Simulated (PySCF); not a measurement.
# How the method moves the HOMO and LUMO of `C=CCC=C`

Species: C5H8.
Geometry (PBE0-D3(BJ)/def2-SVP, Å), atoms numbered from 1 in this order:
```xyz
13
C5H8 angstrom
C      2.3127    0.1624    0.4895
C      1.1711    0.4483   -0.1371
C      0.0638   -0.5286   -0.4086
C     -1.2034   -0.1557    0.3050
C     -2.3537    0.1658   -0.2876
H      2.5301   -0.8494    0.8481
H      3.0753    0.9258    0.6646
H      0.9877    1.4762   -0.4746
H     -0.1338   -0.5761   -1.4936
H      0.3860   -1.5363   -0.0929
H     -1.1408   -0.1363    1.4004
H     -2.4552    0.1659   -1.3782
H     -3.2390    0.4376    0.2931
```

Basis pcSseg-2 throughout (PySCF), one geometry. The structure is a single PBE0-D3(BJ)/def2-SVP conformer in the gas phase; no vibrational or solvent corrections.

How do the orbital energies, the gap and the dipole change with the method?

```csv
method,kind,HOMO (eV),LUMO (eV),gap (eV),μ (D),SCF cycles
BLYP,GGA,-6.12,-1.13,4.99,0.14,14
B97-D,GGA,-6.20,-1.15,5.06,0.14,14
OPBE,GGA,-6.24,-1.14,5.11,0.14,14
KT3,GGA,-6.27,-1.20,5.07,0.13,14
KT2,GGA,-6.27,-1.24,5.03,0.13,14
PBE,GGA,-6.29,-1.27,5.02,0.14,14
BP86,GGA,-6.37,-1.34,5.03,0.14,14
LDA,LDA,-6.46,-1.50,4.96,0.14,13
B97-2,global hybrid,-7.12,-0.30,6.81,0.13,13
B3LYP,global hybrid,-7.16,-0.50,6.66,0.13,13
PBE0,global hybrid,-7.38,-0.27,7.11,0.13,12
mPW1PW91,global hybrid,-7.39,-0.27,7.12,0.13,12
BHandHLYP,global hybrid,-8.31,0.80,9.11,0.12,12
CAM-B3LYP,range-separated hybrid,-8.70,0.84,9.54,0.13,12
wB97X-D,range-separated hybrid,-9.22,1.53,10.75,0.13,12
HF,Hartree–Fock,-9.73,2.87,12.60,0.13,9
LC-wPBE,range-separated hybrid,-10.11,2.00,12.11,0.13,12
```

The HOMO spans 3.99 eV, from BLYP down to LC-wPBE, and the gap runs from 4.96 eV (LDA) to 12.60 eV (HF). Over the methods BLYP (0 %), B97-D (0 %), OPBE (0 %), KT3 (0 %), KT2 (0 %), PBE (0 %), BP86 (0 %), LDA (0 %), B97-2 (21 %), B3LYP (20 %), PBE0 (25 %), mPW1PW91 (25 %), BHandHLYP (50 %), HF (100 %), a straight line through the gap against the share of exact exchange rises by 0.77 eV for each 10 % (correlation coefficient 0.999). The dipole ranges from 0.12 D (BHandHLYP) to 0.14 D (OPBE). This basis has no diffuse functions.

The vertical ΔSCF ionisation energy at PBE0/def2-SVPD is 9.31 eV; −ε(HOMO) comes closest to it with wB97X-D (9.22 eV).
